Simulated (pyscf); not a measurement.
Optimised with ωB97X-D3(BJ)/def2-SVP in PySCF.

Question: What is the homolytic dissociation enthalpy (298 K, ωB97M-D3(BJ)/def2-TZVP) of the B–C bond of H₃C–CH₂–B(OH)–OH, to •H₂C–CH₃ + [HO–B–OH]•?

Answer: B–C to •H₂C–CH₃ + [HO–B–OH]•: 4.50 eV. The 7 functionals that were run give +4.05 (r²SCAN) to +4.50 eV (ωB97M-D3(BJ)). The radicals are drawn with the spin at the cut bond; how far it spreads was not checked. Other isomers of •H₂C–CH₃, [HO–B–OH]• were not searched in full and may lie lower.
